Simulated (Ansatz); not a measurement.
# CH₃Si−: one structure at several levels

An exercise on one series of results from a longer session: the logs are not shown, and one member is left open.

Computed with Ansatz 0.2.0, Gaussian basis. Level: single points in def2-TZVPPD.

Correlated methods freeze the cores.

## The starting structure

SMILES `C=[SiH-]`, 5 atoms, charge -1, spin multiplicity 1.

Atoms are counted from 1 here; the program's logs count them from 0.

Bond lengths: C1–Si2 1.665 Å, C1–H3 0.955 Å, C1–H4 1.242 Å, Si2–H5 1.677 Å. Angles: Si2–C1–H3 134.9°, Si2–C1–H4 110.0°, H3–C1–H4 114.1°, C1–Si2–H5 96.1°.

Geometry (Å):

```
C    -0.3171   -0.4834   -0.0231
Si    0.7936    0.4940   -0.7867
H    -0.8170   -0.4286    0.7888
H    -0.3258   -1.6087   -0.5494
H     0.7412    1.7349    0.3395
```

Set-up of the first run:

File run/in.yaml:

```yaml
crystal:
  periodic: [false, false, false]
  atoms:
    - {symbol: C, position_ang: [-0.317100, -0.483400, -0.023100]}
    - {symbol: Si, position_ang: [0.793600, 0.494000, -0.786700]}
    - {symbol: H, position_ang: [-0.817000, -0.428600, 0.788800]}
    - {symbol: H, position_ang: [-0.325800, -1.608700, -0.549400]}
    - {symbol: H, position_ang: [0.741200, 1.734900, 0.339500]}
basis:
  gaussian: {orbitals: "def2-TZVPPD.json"}
total_charge: -1
correlation: {method: ccsd_t}
output: {forces: true}
```

The basis file named in the input lies beside it (Basis Set Exchange, JSON).

No record of the launch command was kept for these runs.

Steps of the session up to this table: CCSD(T)/def2-TZVPPD; PBE0-D4/def2-TZVPPD; wB97M-V/def2-TZVPPD; r2SCAN-D4/def2-TZVPPD; PBE-D4/def2-TZVPPD; LC-wPBE/def2-TZVPPD; HSE06-D4/def2-TZVPPD.

One table of the session follows, with a row left open; its other results are not shown here.

```
   method  RMS force component (eV/Å)  angle to CCSD(T) forces (°)
  CCSD(T)                       2.963                    reference
  PBE0-D4                       2.946                          3.5
  wB97M-V                       2.901                          4.0
r2SCAN-D4                           ?                            ?
   PBE-D4                       2.943                          2.9
  LC-wPBE                       2.987                          6.5
 HSE06-D4                       2.947                          3.4
```

Estimate the missing values for r2SCAN-D4.

**Answer.** RMS force component (eV/Å): 2.916; angle to CCSD(T) forces (°): 2.9. In the column «RMS force component (eV/Å)» it lies between wB97M-V (2.901) and PBE-D4 (2.943).
